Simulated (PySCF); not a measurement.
C4H11P.
Numbering: `[CH2:1]=[P:2]([CH3:3])([CH3:4])[CH3:5]` (hydrogens: H6, H7 on C1; H8, H9, H10 on C3; H11, H12, H13 on C4; H14, H15, H16 on C5)

Computed with PySCF at CAM-B3LYP/def2-SVPD, non-relativistic, on one gas-phase PBE0-D3(BJ)/def2-SVP geometry that isn't relaxed in the solvent. The solvent is an IEF-PCM continuum (Bondi radii, 1.10 Å for H, scaled by 1.2), and excitations are vertical TDDFT with non-equilibrium linear response and a frozen core. Specific hydrogen bonds and non-electrostatic terms are outside this model.

Gas-phase singlets (H = HOMO, L = LUMO):

```
state  E (eV)  λ (nm)      f  leading configurations
   S1   4.511     275  0.050                 H→L 89%
   S2   5.256     236  0.003    H→L+1 63%, H→L+8 19%
   S3   5.692     218  0.021    H→L+4 45%, H→L+3 38%
   S4   5.813     213  0.000    H→L+5 59%, H→L+1 27%
   S5   5.898     210  0.046    H→L+2 76%, H→L+3 17%
```

How does the list change in benzene (ε = 2.271)?

```
state  E (eV)  λ (nm)      f  leading configurations  change by rank (eV)
   S1   4.688     264  0.085      H→L 85%, H→L+3 13%               +0.177
   S2   5.476     226  0.004    H→L+1 55%, H→L+5 21%               +0.220
   S3   5.800     214  0.024    H→L+3 65%, H→L+4 14%               +0.108
   S4   6.012     206  0.000    H→L+5 56%, H→L+1 34%               +0.199
   S5   6.140     202  0.100    H→L+2 73%, H→L+3 11%               +0.242
```

What are the lowest 5 singlets in acetone (ε = 20.49)?

```json
{"state": "S1", "E (eV)": "4.896", "λ (nm)": "253", "f": "0.103", "leading configurations": "H→L 82%, H→L+3 10%", "change by rank (eV)": "+0.385"}
{"state": "S2", "E (eV)": "5.753", "λ (nm)": "216", "f": "0.005", "leading configurations": "H→L+1 44%, H→L+5 33%", "change by rank (eV)": "+0.497"}
{"state": "S3", "E (eV)": "6.015", "λ (nm)": "206", "f": "0.015", "leading configurations": "H→L+3 39%, H→L+2 36%", "change by rank (eV)": "+0.323"}
{"state": "S4", "E (eV)": "6.264", "λ (nm)": "198", "f": "0.000", "leading configurations": "H→L+5 48%, H→L+1 44%", "change by rank (eV)": "+0.451"}
{"state": "S5", "E (eV)": "6.481", "λ (nm)": "191", "f": "0.114", "leading configurations": "H→L+3 45%, H→L+2 38%", "change by rank (eV)": "+0.583"}
```

The ground-state energy changes by -0.297 eV from gas to acetone. By how much does the total energy of gas-phase S1 change?

E(S1) = E(S0) + excitation energy, so it changes by -0.297 + 0.385 = +0.088 eV: it isn't lowered at all, while the ground state is. This is the vertical state, with the slow part of the continuum still set for S0.

How do the frontier levels move from gas to acetone?

| orbital | gas (eV) | solvent (eV) | change (eV) | Löwdin shares, gas | Löwdin shares, solvent |
| --- | --- | --- | --- | --- | --- |
| LUMO+2 | 2.15 | 2.41 | +0.26 | C3 20 %, H9 10 %, H10 10 %, H8 9 % | C1 14 %, C4 10 %, C5 9 %, C3 9 % |
| LUMO+1 | 1.98 | 2.27 | +0.29 | C5 16 %, C4 16 %, H15 10 %, H11 10 % | C5 17 %, C4 16 %, H15 10 %, H11 10 % |
| LUMO | 1.03 | 1.31 | +0.28 | C3 15 %, C5 13 %, C4 13 %, H8 8 % | C3 14 %, C1 13 %, C4 12 %, C5 12 % |
| HOMO | -6.05 | -6.42 | -0.37 | C1 55 %, P2 17 %, H7 7 %, H6 7 % | C1 55 %, P2 16 %, H6 8 %, H7 8 % |
| HOMO-1 | -10.91 | -10.81 | +0.10 | C1 19 %, C5 17 %, P2 16 %, C4 15 % | C5 21 %, P2 21 %, C3 20 %, C1 7 % |
| HOMO-2 | -10.96 | -10.82 | +0.14 | P2 22 %, C3 14 %, C1 14 %, C4 14 % | C4 26 %, P2 19 %, C5 11 %, C1 10 % |
| HOMO-3 | -11.30 | -11.31 | -0.01 | C1 23 %, P2 20 %, C3 18 %, C5 6 % | C1 29 %, P2 20 %, C3 11 %, C5 7 % |

The HOMO–LUMO gap goes from 7.08 to 7.73 eV. Rows go by rank; for HOMO-3, HOMO-2, HOMO-1, LUMO+1 and LUMO+2 the atom shares or the degeneracy differ between the runs, so the row needn't follow one orbital.
